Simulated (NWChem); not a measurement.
System: OH, doublet; SMILES [OH]

Excerpt of the output:

```
             Northwest Computational Chemistry Package (NWChem) 7.3.0
             --------------------------------------------------------

                             Geometry "geometry" -> ""
                             -------------------------

 Output coordinates in angstroms (scale by  1.889725989 to convert to a.u.)

  No.       Tag          Charge          X              Y              Z
 ---- ---------------- ---------- -------------- -------------- --------------
    1 O                    8.0000     0.00000000     0.00000000    -0.12017500
    2 H                    1.0000     0.00000000     0.00000000     0.86945400

 Effective nuclear repulsion energy (a.u.)       4.2777828782

                                 NWChem DFT Module
                                 -----------------

 Summary of "ao basis" -> "ao basis" (spherical)
 ------------------------------------------------------------------------------
       Tag                 Description            Shells   Functions and Types
 ---------------- ------------------------------  ------  ---------------------
 O                         def2-tzvpp               11       31   5s3p2d1f
 H                         def2-tzvpp                6       14   3s2p1d

 in cosmo_initialize ...
 calling solv_data for solv:h2o

 solvent parameters
 solvname_short: h2o
 solvname_long:  water
 dielec:       78.4000
 dielecinf:     1.7769
 aqueous SMD model solvent descriptors
 dielec:       78.4000
 sola:          0.8200

          ---------------
          -cosmo- solvent
          ---------------
 Cosmo: York-Karplus, doi: 10.1021/jp992097l
 dielectric constant -eps-     =  78.40
 screen = (eps-1)/(eps    )    =   0.98724
 surface charge correction     = lagrangian

   van der Waals surface
 --------------------------

 ---------- ATOMIC COORDINATES (A.U.) ------------ VDWR(ANG.) --
     1    0.00000000    0.00000000   -0.22709782     1.520
     2    0.00000000    0.00000000    1.64302982     1.200
 number of segments per atom =        128
 number of   points per atom =        128
 atom (   nspa,  nppa )
 ----------------------
    1 (    104,     0 )       0
    2 (     80,     0 )       0
 number of -cosmo- surface points =      184
 molecular surface =     32.623 angstrom**2
 molecular volume  =     17.362 angstrom**3
 -lineq- algorithm             =   0
 -bem- low  level              =   3
 -bem- from -octahedral-
 gaussian surface charge width =   4.50000
 degree of switching           =   1.00000
 switching function tolerance  =   0.00010
 atomic radii =
 --------------
    1  8.000  1.520
    2  1.000  1.200
 ...... end of -cosmo- initialization ......

 nat:                     2
 ixmem:                   309
 calling mnsol_interface()
 G(SMD-CDS) energy (kcal/mol)  =     0.747
 SMD-CDS SASA (angstrom**2)    =    51.335

            General Information
            -------------------
          SCF calculation type: DFT
          Wavefunction type:  spin polarized.
          No. of atoms     :     2
          No. of electrons :     9
           Alpha electrons :     5
            Beta electrons :     4
          Charge           :     0
          Spin multiplicity:     2
          Use of symmetry is: off; symmetry adaption is: off
          Maximum number of iterations: 150
          AO basis - number of functions:    45
                     number of shells:    17
          Convergence on energy requested:  1.00D-06
          Convergence on density requested:  1.00D-05
          Convergence on gradient requested:  5.00D-04

              XC Information
              --------------
                         B3LYP Method XC Potential
                     Hartree-Fock (Exact) Exchange  0.200
                        Slater Exchange Functional  0.800 local
                    Becke 1988 Exchange Functional  0.720 non-local
              Lee-Yang-Parr Correlation Functional  0.810
                  VWN I RPA Correlation Functional  0.190 local

             Grid Information
             ----------------
          Grid used for XC integration:  medium
          Radial quadrature: Mura-Knowles
          Angular quadrature: Lebedev.
          Tag              B.-S. Rad. Rad. Pts. Rad. Cut. Ang. Pts.
          ---              ---------- --------- --------- ---------
          O                   0.60       49           6.0       434
          H                   0.35       45           6.0       434
          Grid pruning is: on
          Number of quadrature shells:    94
          Spatial weights used:  Erf1

      Superposition of Atomic Density Guess
      -------------------------------------

 Sum of atomic energies:         -75.28411645

      Non-variational initial energy
      ------------------------------

 Total energy =     -75.065302
 1-e energy   =    -111.916093
 2-e energy   =      32.573008
 HOMO         =      -0.423010
 LUMO         =       0.096470

   convergence    iter        energy       DeltaE   RMS-Dens  Diis-err
 ---------------- ----- ----------------- --------- --------- ---------
     COSMO gas phase
 d= 0,ls=0.0,diis     1    -75.7509860263 -8.00D+01  3.53D-03  7.54D-02
                                                     3.58D-03  5.47D-02
 d= 0,ls=0.0,diis     2    -75.7679258966 -1.69D-02  9.80D-04  4.61D-03
                                                     9.13D-04  3.52D-03
 d= 0,ls=0.0,diis     3    -75.7693952900 -1.47D-03  3.01D-04  5.99D-04
                                                     3.73D-04  6.92D-04
 d= 0,ls=0.0,diis     4    -75.7695793622 -1.84D-04  1.34D-04  2.49D-04
                                                     8.51D-05  1.20D-04
 d= 0,ls=0.0,diis     5    -75.7696422732 -6.29D-05  8.64D-06  6.44D-07
                                                     3.44D-05  5.52D-06
  Resetting Diis
 d= 0,ls=0.0,diis     6    -75.7696442275 -1.95D-06  9.09D-06  2.27D-07
                                                     4.98D-06  1.84D-08
 d= 0,ls=0.0,diis     7    -75.7696443527 -1.25D-07  7.73D-07  2.40D-09
                                                     1.65D-06  5.76D-09

[...]

                                COSMO-SMD solvation results
                                ---------------------------

             internal energy in gas <Psi(g)|H|Psi(g)> =       -75.769644352672
         internal energy in solvent <Psi(s)|H|Psi(s)> =       -75.767767224276
                               delta internal energy  =         0.001877128396 (    1.18 kcal/mol)
   total free energy in solvent <Psi(s)|H+V/2|Psi(s)> =       -75.779238201922
 polarization energy contribution <Psi(s)|V/2|Psi(s)> =        -0.011470977647 (   -7.20 kcal/mol)
    total free energy in solvent including G(SMD-CDS) =       -75.778048078341
                       G(SMD-CDS) energy contribution =         0.001190123582 (    0.75 kcal/mol)
     1 M fixed-concentration free energy of solvation =        -0.008403725669 (   -5.27 kcal/mol)

                    DFT Final Alpha Molecular Orbital Analysis
                    ------------------------------------------

 Vector    3  Occ=1.000000D+00  E=-4.844428D-01
              MO Center= -1.3D-11,  1.5D-11, -6.1D-02, r^2= 7.2D-01
   Bfn.  Coefficient  Atom+Function         Bfn.  Coefficient  Atom+Function
  ----- ------------  ---------------      ----- ------------  ---------------
     8      0.418684  1 O  pz                11      0.305464  1 O  pz
    33      0.237963  2 H  s                  5     -0.199278  1 O  s
     4     -0.173934  1 O  s                 14      0.174039  1 O  pz
    32      0.158895  2 H  s                  3     -0.114471  1 O  s
     2      0.073805  1 O  s                 34      0.051080  2 H  s

 Vector    4  Occ=1.000000D+00  E=-4.264850D-01
              MO Center=  5.2D-11, -5.2D-11, -9.9D-02, r^2= 5.7D-01
   Bfn.  Coefficient  Atom+Function         Bfn.  Coefficient  Atom+Function
  ----- ------------  ---------------      ----- ------------  ---------------
     6      0.359998  1 O  px                 7     -0.361388  1 O  py
     9      0.293851  1 O  px                10     -0.294985  1 O  py
    12      0.186073  1 O  px                13     -0.186790  1 O  py

 Vector    5  Occ=1.000000D+00  E=-3.582674D-01
              MO Center=  2.1D-13, -4.5D-12, -9.7D-02, r^2= 6.3D-01
   Bfn.  Coefficient  Atom+Function         Bfn.  Coefficient  Atom+Function
  ----- ------------  ---------------      ----- ------------  ---------------
     6      0.349842  1 O  px                 7      0.348497  1 O  py
     9      0.278485  1 O  px                10      0.277415  1 O  py
    12      0.220184  1 O  px                13      0.219336  1 O  py

 Vector    6  Occ=0.000000D+00  E= 4.334644D-02
              MO Center=  6.2D-11, -6.2D-11,  1.1D+00, r^2= 2.6D+00
   Bfn.  Coefficient  Atom+Function         Bfn.  Coefficient  Atom+Function
  ----- ------------  ---------------      ----- ------------  ---------------
    34      1.570330  2 H  s                  5     -0.899798  1 O  s
    14     -0.530072  1 O  pz                33      0.283564  2 H  s
     8     -0.187042  1 O  pz                11     -0.178183  1 O  pz
     4     -0.174288  1 O  s                  3     -0.137590  1 O  s
    40     -0.098347  2 H  pz                 2      0.075103  1 O  s

 Vector    7  Occ=0.000000D+00  E= 3.701287D-01
              MO Center= -2.5D-09,  2.5D-09, -6.8D-01, r^2= 1.9D+00
   Bfn.  Coefficient  Atom+Function         Bfn.  Coefficient  Atom+Function
  ----- ------------  ---------------      ----- ------------  ---------------
     4      1.216574  1 O  s                 14      1.173865  1 O  pz
     5     -0.507781  1 O  s                 40      0.462246  2 H  pz
    34     -0.405814  2 H  s                 33     -0.355814  2 H  s
    11     -0.317696  1 O  pz                 8     -0.307295  1 O  pz
    22      0.119638  1 O  d  0               3     -0.110533  1 O  s

 Vector    8  Occ=0.000000D+00  E= 3.733191D-01
              MO Center= -1.3D-10,  1.3D-10,  5.0D-01, r^2= 2.4D+00
   Bfn.  Coefficient  Atom+Function         Bfn.  Coefficient  Atom+Function
  ----- ------------  ---------------      ----- ------------  ---------------
    33      2.035950  2 H  s                 14     -0.973326  1 O  pz
    34     -0.920884  2 H  s                  4     -0.480950  1 O  s
    11     -0.271203  1 O  pz                 5     -0.237855  1 O  s
    32      0.171216  2 H  s                  8     -0.124354  1 O  pz
    37     -0.052879  2 H  pz                22     -0.050765  1 O  d  0

                     DFT Final Beta Molecular Orbital Analysis
                     -----------------------------------------

 Vector    2  Occ=1.000000D+00  E=-9.486368D-01
              MO Center= -4.2D-11,  4.5D-11,  8.3D-02, r^2= 4.8D-01
   Bfn.  Coefficient  Atom+Function         Bfn.  Coefficient  Atom+Function
  ----- ------------  ---------------      ----- ------------  ---------------
     4      0.446570  1 O  s                  3      0.352371  1 O  s
     2     -0.236745  1 O  s                  5      0.189800  1 O  s
    32      0.110248  2 H  s                  1     -0.100692  1 O  s
    33      0.100419  2 H  s                  8      0.081916  1 O  pz
    11      0.057889  1 O  pz

 Vector    3  Occ=1.000000D+00  E=-4.594923D-01
              MO Center= -3.9D-11,  4.2D-11, -7.9D-02, r^2= 7.5D-01
   Bfn.  Coefficient  Atom+Function         Bfn.  Coefficient  Atom+Function
  ----- ------------  ---------------      ----- ------------  ---------------
     8      0.405769  1 O  pz                11      0.297419  1 O  pz
    33      0.238630  2 H  s                  5     -0.220245  1 O  s
    14      0.184639  1 O  pz                 4     -0.178864  1 O  s
    32      0.161981  2 H  s                  3     -0.123460  1 O  s
     2      0.080371  1 O  s                 34      0.054591  2 H  s

 Vector    4  Occ=1.000000D+00  E=-3.324840D-01
              MO Center= -3.8D-12,  1.6D-13, -9.6D-02, r^2= 6.6D-01
   Bfn.  Coefficient  Atom+Function         Bfn.  Coefficient  Atom+Function
  ----- ------------  ---------------      ----- ------------  ---------------
     6      0.343452  1 O  px                 7      0.342125  1 O  py
     9      0.272098  1 O  px                10      0.271048  1 O  py
    12      0.234249  1 O  px                13      0.233343  1 O  py

 Vector    5  Occ=0.000000D+00  E=-1.805632D-01
              MO Center=  1.8D-11, -1.8D-11, -9.3D-02, r^2= 7.6D-01
   Bfn.  Coefficient  Atom+Function         Bfn.  Coefficient  Atom+Function
  ----- ------------  ---------------      ----- ------------  ---------------
     6      0.316479  1 O  px                 7     -0.317707  1 O  py
    12      0.280801  1 O  px                13     -0.281888  1 O  py
     9      0.252298  1 O  px                10     -0.253277  1 O  py

 Vector    6  Occ=0.000000D+00  E= 4.938122D-02
              MO Center= -1.1D-11,  1.1D-11,  1.1D+00, r^2= 2.6D+00
   Bfn.  Coefficient  Atom+Function         Bfn.  Coefficient  Atom+Function
  ----- ------------  ---------------      ----- ------------  ---------------
    34      1.607839  2 H  s                  5     -0.957710  1 O  s
    14     -0.549783  1 O  pz                33      0.277364  2 H  s
     8     -0.185542  1 O  pz                11     -0.178554  1 O  pz
     4     -0.157573  1 O  s                  3     -0.135008  1 O  s
    40     -0.101777  2 H  pz                 2      0.074922  1 O  s

 Vector    7  Occ=0.000000D+00  E= 3.778637D-01
              MO Center= -3.3D-11,  3.4D-11,  6.5D-02, r^2= 2.7D+00
   Bfn.  Coefficient  Atom+Function         Bfn.  Coefficient  Atom+Function
  ----- ------------  ---------------      ----- ------------  ---------------
    33      2.078909  2 H  s                 14     -1.301188  1 O  pz
     4     -0.800325  1 O  s                 34     -0.726068  2 H  s
    11     -0.171046  1 O  pz                40     -0.171220  2 H  pz
     5     -0.153796  1 O  s                 32      0.145315  2 H  s
    22     -0.091885  1 O  d  0               2      0.061756  1 O  s

   alpha - beta orbital overlaps
   -----------------------------

   alpha      1      2      3      4      5      6      7      8      9     10
    beta      1      2      3      5      4      6      8      7     10      9
 overlap   1.000  0.999  0.999  0.992  1.000  1.000  0.958  0.958  0.992  1.000

   alpha     11     12     13     14     15     16     17     18     19     20
    beta     11     13     12     14     15     16     18     17     19     20
 overlap   0.999  1.000  1.000  0.999  1.000  0.996  1.000  1.000  0.998  0.999

   alpha     21     22     23     24     25     26     27     28     29     30
    beta     22     21     23     25     24     26     28     27     30     29
 overlap   0.999  1.000  1.000  0.905  1.000  0.905  0.999  1.000  0.999  1.000

   alpha     31     32     33     34     35     36     37     38     39     40
    beta     31     32     34     33     35     36     38     37     40     39
 overlap   1.000  1.000  1.000  1.000  1.000  0.999  0.998  1.000  0.998  1.000

   alpha     41     42     43     44     45
    beta     42     41     43     44     45
 overlap   0.998  1.000  0.998  0.999  1.000

     --------------------------
     Expectation value of S2:
     --------------------------
      <S2> =      0.7524 (Exact =     0.7500)

     Multipole analysis of the density
     ---------------------------------

     L   x y z        total         alpha         beta         nuclear
     -   - - -        -----         -----         ----         -------
     0   0 0 0     -0.000000     -5.000000     -4.000000      9.000000

[...]
```

Level: B3LYP/def2-TZVPP, spin-unrestricted, SMD on the gas-phase geometry. The state is orbitally degenerate and is run as one real component. Coordinates come from a PBE0/def2-SVP, spin-unrestricted optimisation. No stability test was run on the SCF state. Solvent: water.

Problem. Write an input that gives this output.

Solution. Several could match; the one computed here: the input that was run:
```
start job
memory heap 200 mb stack 900 mb global 1100 mb
geometry units angstroms noautosym nocenter noautoz
  O      0.000000     0.000000    -0.120175
  H      0.000000     0.000000     0.869454
end
basis spherical
  * library def2-tzvpp
end
dft
  odft
  mult 2
  xc b3lyp
  iterations 150
end
cosmo
  do_cosmo_smd true
  solvent water
end
task dft energy
```
